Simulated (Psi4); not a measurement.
Internal rotation in C₄H₅N, SMILES C/C=C\C#N. Scanned: dihedral H6–C1–C2–C3; all other coordinates were relaxed at B3LYP-D3(BJ)/def2-SVP. Heavy atoms are numbered in the order of the SMILES C/C=C\C#N, hydrogens after them in the order of the atoms that carry them; the mirror image has the same energies with the sign of each dihedral reversed.

Computed with: PBE/def2-TZVP // B3LYP-D3(BJ)/def2-SVP (Psi4); PBE-D3(BJ)/def2-TZVP // B3LYP-D3(BJ)/def2-SVP (Psi4); PBE0/def2-TZVP // B3LYP-D3(BJ)/def2-SVP (Psi4); MP2/cc-pVTZ = Psi4 with DF-MP2 (frozen core)/cc-pVTZ // B3LYP-D3(BJ)/def2-SVP.

Energies relative to the lowest point of each profile, in kcal/mol; the last columns give the difference from MP2:

```json
[
 {"φ / °": "0", "PBE/def2-TZVP": "0.00", "PBE-D3(BJ)/def2-TZVP": "0.00", "PBE0/def2-TZVP": "0.00", "MP2/cc-pVTZ": "0.00", "PBE/def2-TZVP − MP2/cc-pVTZ": "0.00", "PBE-D3(BJ)/def2-TZVP − MP2/cc-pVTZ": "0.00", "PBE0/def2-TZVP − MP2/cc-pVTZ": "0.00"},
 {"φ / °": "10", "PBE/def2-TZVP": "0.09", "PBE-D3(BJ)/def2-TZVP": "0.09", "PBE0/def2-TZVP": "0.10", "MP2/cc-pVTZ": "0.09", "PBE/def2-TZVP − MP2/cc-pVTZ": "0.00", "PBE-D3(BJ)/def2-TZVP − MP2/cc-pVTZ": "0.00", "PBE0/def2-TZVP − MP2/cc-pVTZ": "0.01"},
 {"φ / °": "20", "PBE/def2-TZVP": "0.36", "PBE-D3(BJ)/def2-TZVP": "0.36", "PBE0/def2-TZVP": "0.38", "MP2/cc-pVTZ": "0.36", "PBE/def2-TZVP − MP2/cc-pVTZ": "-0.01", "PBE-D3(BJ)/def2-TZVP − MP2/cc-pVTZ": "-0.01", "PBE0/def2-TZVP − MP2/cc-pVTZ": "0.01"},
 {"φ / °": "30", "PBE/def2-TZVP": "0.73", "PBE-D3(BJ)/def2-TZVP": "0.72", "PBE0/def2-TZVP": "0.76", "MP2/cc-pVTZ": "0.72", "PBE/def2-TZVP − MP2/cc-pVTZ": "0.00", "PBE-D3(BJ)/def2-TZVP − MP2/cc-pVTZ": "0.00", "PBE0/def2-TZVP − MP2/cc-pVTZ": "0.04"},
 {"φ / °": "40", "PBE/def2-TZVP": "1.11", "PBE-D3(BJ)/def2-TZVP": "1.10", "PBE0/def2-TZVP": "1.16", "MP2/cc-pVTZ": "1.10", "PBE/def2-TZVP − MP2/cc-pVTZ": "0.02", "PBE-D3(BJ)/def2-TZVP − MP2/cc-pVTZ": "0.00", "PBE0/def2-TZVP − MP2/cc-pVTZ": "0.06"},
 {"φ / °": "50", "PBE/def2-TZVP": "1.40", "PBE-D3(BJ)/def2-TZVP": "1.37", "PBE0/def2-TZVP": "1.46", "MP2/cc-pVTZ": "1.38", "PBE/def2-TZVP − MP2/cc-pVTZ": "0.02", "PBE-D3(BJ)/def2-TZVP − MP2/cc-pVTZ": "-0.01", "PBE0/def2-TZVP − MP2/cc-pVTZ": "0.08"},
 {"φ / °": "60", "PBE/def2-TZVP": "1.48", "PBE-D3(BJ)/def2-TZVP": "1.45", "PBE0/def2-TZVP": "1.55", "MP2/cc-pVTZ": "1.47", "PBE/def2-TZVP − MP2/cc-pVTZ": "0.01", "PBE-D3(BJ)/def2-TZVP − MP2/cc-pVTZ": "-0.02", "PBE0/def2-TZVP − MP2/cc-pVTZ": "0.08"},
 {"φ / °": "70", "PBE/def2-TZVP": "1.36", "PBE-D3(BJ)/def2-TZVP": "1.34", "PBE0/def2-TZVP": "1.42", "MP2/cc-pVTZ": "1.35", "PBE/def2-TZVP − MP2/cc-pVTZ": "0.01", "PBE-D3(BJ)/def2-TZVP − MP2/cc-pVTZ": "-0.02", "PBE0/def2-TZVP − MP2/cc-pVTZ": "0.07"},
 {"φ / °": "80", "PBE/def2-TZVP": "1.07", "PBE-D3(BJ)/def2-TZVP": "1.05", "PBE0/def2-TZVP": "1.11", "MP2/cc-pVTZ": "1.06", "PBE/def2-TZVP − MP2/cc-pVTZ": "0.00", "PBE-D3(BJ)/def2-TZVP − MP2/cc-pVTZ": "-0.02", "PBE0/def2-TZVP − MP2/cc-pVTZ": "0.05"},
 {"φ / °": "90", "PBE/def2-TZVP": "0.70", "PBE-D3(BJ)/def2-TZVP": "0.68", "PBE0/def2-TZVP": "0.73", "MP2/cc-pVTZ": "0.69", "PBE/def2-TZVP − MP2/cc-pVTZ": "0.01", "PBE-D3(BJ)/def2-TZVP − MP2/cc-pVTZ": "-0.01", "PBE0/def2-TZVP − MP2/cc-pVTZ": "0.04"},
 {"φ / °": "100", "PBE/def2-TZVP": "0.35", "PBE-D3(BJ)/def2-TZVP": "0.35", "PBE0/def2-TZVP": "0.37", "MP2/cc-pVTZ": "0.35", "PBE/def2-TZVP − MP2/cc-pVTZ": "0.00", "PBE-D3(BJ)/def2-TZVP − MP2/cc-pVTZ": "-0.01", "PBE0/def2-TZVP − MP2/cc-pVTZ": "0.02"},
 {"φ / °": "110", "PBE/def2-TZVP": "0.11", "PBE-D3(BJ)/def2-TZVP": "0.10", "PBE0/def2-TZVP": "0.11", "MP2/cc-pVTZ": "0.10", "PBE/def2-TZVP − MP2/cc-pVTZ": "0.01", "PBE-D3(BJ)/def2-TZVP − MP2/cc-pVTZ": "0.01", "PBE0/def2-TZVP − MP2/cc-pVTZ": "0.01"}
]
```

PBE/def2-TZVP is furthest from MP2/cc-pVTZ at 40 (0.02 kcal/mol, above); its mean absolute difference over the points is 0.01 kcal/mol.

PBE-D3(BJ)/def2-TZVP is furthest from MP2/cc-pVTZ at 70 (-0.02 kcal/mol, below); its mean absolute difference over the points is 0.01 kcal/mol.

PBE0/def2-TZVP is furthest from MP2/cc-pVTZ at 60 (0.08 kcal/mol, above); its mean absolute difference over the points is 0.04 kcal/mol.
